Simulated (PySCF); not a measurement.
Gas-phase reaction: 2 C₃H₈ + 2 C₃O₂ → 4 CH₂CO (ketene) + C₄H₈ (cyclic)

Method: PySCF energies (xtb for GFN2) plus ideal-gas RRHO corrections (1 bar). 'Table' is the NASA 1993 thermochemical table (part measured, part estimated). † marks an energy on the PBE0/def2-TZVP geometry and frequencies; other levels use their own. MP2 and CCSD(T) freeze the core. 6-31G* has spherical d functions here. All species are closed-shell singlets. B3LYP is the form with VWN-RPA correlation. MP2 isn't extrapolated to the basis-set limit; its ΔH°(298 K) is 310.4 kJ in def2-SVP and 271.9 kJ in def2-TZVPP. CCSD(T) isn't extrapolated to the basis-set limit. The harmonic model lacks anharmonicity and excited electronic states, which grow with temperature; levels with a mode under 35 cm⁻¹ are left out. Internal rotation in C₃H₈ is treated as a harmonic vibration of one conformer, which makes the entropy rough. Soft modes under 120 cm⁻¹ make the harmonic entropy rough for C₃O₂. The table's entry may be an old estimate for C₃O₂, CH₂CO (ketene), C₄H₈ (cyclic) (not checked at source). Warning, large T1 diagnostic: C₃O₂ (CCSD(T)/def2-SVP†).

```json
[
 {"level": "table", "ΔH°(298 K), kJ": "234.2", "minus table": "-", "ΔG°(1800 K), kJ": "-5.1"},
 {"level": "B3LYP/6-31G*", "ΔH°(298 K), kJ": "284.8", "minus table": "50.6", "ΔG°(1800 K), kJ": "-10.2"},
 {"level": "CCSD(T)/def2-SVP†", "ΔH°(298 K), kJ": "259.5", "minus table": "25.3", "ΔG°(1800 K), kJ": "18.5"},
 {"level": "GFN2-xTB", "ΔH°(298 K), kJ": "262.1", "minus table": "27.9", "ΔG°(1800 K), kJ": "-36.2"},
 {"level": "M06-2X/def2-TZVP†", "ΔH°(298 K), kJ": "221.6", "minus table": "-12.6", "ΔG°(1800 K), kJ": "-19.4"},
 {"level": "MP2/def2-SVP†", "ΔH°(298 K), kJ": "310.4", "minus table": "76.2", "ΔG°(1800 K), kJ": "69.3"},
 {"level": "MP2/def2-TZVPP†", "ΔH°(298 K), kJ": "271.9", "minus table": "37.7", "ΔG°(1800 K), kJ": "30.9"},
 {"level": "PBE/def2-TZVP†", "ΔH°(298 K), kJ": "269.4", "minus table": "35.2", "ΔG°(1800 K), kJ": "28.4"},
 {"level": "PBE0/def2-SVP†", "ΔH°(298 K), kJ": "275.8", "minus table": "41.6", "ΔG°(1800 K), kJ": "34.7"},
 {"level": "PBE0/def2-TZVP", "ΔH°(298 K), kJ": "245.4", "minus table": "11.2", "ΔG°(1800 K), kJ": "4.3"},
 {"level": "ωB97M-V/def2-TZVP†", "ΔH°(298 K), kJ": "202.5", "minus table": "-31.7", "ΔG°(1800 K), kJ": "-38.5"}
]
```
